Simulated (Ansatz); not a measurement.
The cluster LiAl₂⁻. Charge -1, multiplicity 3. Geometry PBE0-D4/def2-TZVPD.

```xyz
3

Li   -0.482   -0.849   -1.316
Al    1.141    0.986   -0.035
Al   -0.659   -0.138    1.350
```

B3LYP takes the VWN-RPA correlation. At HF/6-31G the charge -1 triplet is spin-contaminated (final ⟨S²⟩ up to 2.62, 2.00 for a pure state). At PBE-D4/def2-TZVPD, BLYP-D4/def2-TZVPD, B3LYP-D4/6-31G the highest occupied level of the charge -1 triplet lies above zero (up to 0.76 eV). The electron is either unbound and held by the finite basis, or the level is raised by self-interaction error. The structure comes from a short search, and lower isomers may exist.

Task: Estimate the α-spin orbital energies around the gap (eV) in Ansatz with HF/6-31G, PBE-D4/def2-TZVPD, BLYP-D4/def2-TZVPD, B3LYP-D4/6-31G, PBE0-D4/def2-TZVPD.

Result: 
```tsv
orbital	HF/6-31G	PBE-D4/def2-TZVPD	BLYP-D4/def2-TZVPD	B3LYP-D4/6-31G	PBE0-D4/def2-TZVPD
HOMO−9	-82.70	-64.13	-64.13	-67.97	-68.90
HOMO−8	-82.70	-64.11	-64.11	-67.94	-68.88
HOMO−7	-82.69	-64.11	-64.11	-67.91	-68.85
HOMO−6	-82.69	-64.10	-64.11	-67.91	-68.85
HOMO−5	-62.41	-46.75	-47.09	-50.07	-50.85
HOMO−4	-10.66	-4.87	-4.68	-5.85	-6.28
HOMO−3	-5.95	-2.10	-1.93	-2.62	-3.02
HOMO−2	-2.51	0.10	0.33	-0.10	-0.48
HOMO−1	-2.13	0.29	0.60	0.21	-0.30
HOMO	-1.89	0.54	0.76	0.32	-0.11
LUMO	4.44	1.49	1.61	2.25	1.90
LUMO+1	4.80	1.82	2.02	2.63	2.32
LUMO+2	5.11	2.35	2.58	3.24	2.91
LUMO+3	5.63	2.55	2.72	3.51	2.94
LUMO+4	6.14	2.70	2.81	4.21	3.10
LUMO+5	6.42	2.94	3.03	4.49	3.35
β HOMO	-0.96	0.33	0.50	0.17	-0.18
β LUMO	4.21	1.16	1.24	1.86	1.75
```
